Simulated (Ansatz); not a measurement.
This script drives Ansatz's Python interface.

`ch4osi.xyz`
```text
7

C    -0.54680   -0.42470   -0.66510
O    -0.00210   -1.09520    0.40020
Si    0.47650    0.47410    0.52100
H    -1.57310   -0.13270   -0.61770
H    -0.19330   -0.53130   -1.68730
H    -0.09060    1.09710    1.74570
H     1.99050    0.54480    0.25750
```

`relaxed_scan_ch4osi.py`
```python
import warnings

import ansatz as az
import numpy as np

warnings.simplefilter("ignore", az.DeckWarning)

system = az.Crystal.molecule_from_extxyz("ch4osi.xyz")

calc = system.calculation()
calc = calc.basis(gaussian="def2-SVP")
calc = calc.functional("b3lyp")
symbols = [site.symbol for site in system.cartesian_sites]
pairs = [(0, 1), (0, 2), (0, 3), (0, 4), (1, 2), (2, 5)]
print("held (A)   E (eV)        ", "  ".join(f"{symbols[i]}{i}-{symbols[j]}{j}" for i, j in pairs))
for length in [0.98, 1.07, 1.15, 1.28, 1.44]:
    data = calc.relax(constraints=[az.DistanceConstraint((0, 3), at=length)], force_tolerance=0.02, max_steps=60).run().report
    xyz = np.array(data["positions_ang"])
    print(f"{length:6.2f} {data['free_energy_ev']:14.5f}  ", "  ".join(f"{np.linalg.norm(xyz[i] - xyz[j]):.3f}" for i, j in pairs))
```

It is started by `python relaxed_scan_ch4osi.py`. Estimate its wall time and peak memory on 1 thread of Arm Neoverse V1, on a shared host.

It took about 76 s, with a peak of 0.2 GiB, for 5 runs of the engine.

```console
$ python relaxed_scan_ch4osi.py
held (A)   E (eV)         C0-O1  C0-Si2  C0-H3  C0-H4  O1-Si2  Si2-H5
  0.98   -11021.15223   1.476  1.829  0.980  1.100  1.691  1.482
  1.07   -11021.43814   1.471  1.829  1.070  1.100  1.693  1.482
  1.15   -11021.41632   1.465  1.827  1.150  1.100  1.695  1.482
  1.28   -11021.07673   1.453  1.825  1.280  1.099  1.700  1.481
  1.44   -11020.43806   1.435  1.821  1.440  1.098  1.707  1.480
```

Notes:
- These settings explore the input space; basis and method may be short of convergence.
- The energies are electronic: no zero-point or thermal terms, and the basis set is short of its limit.
- b3lyp holds the VWN-RPA fit, as in Gaussian; the form of ORCA and Turbomole is b3lyp5.
- The script silences the warnings on its input, which a real study should read.
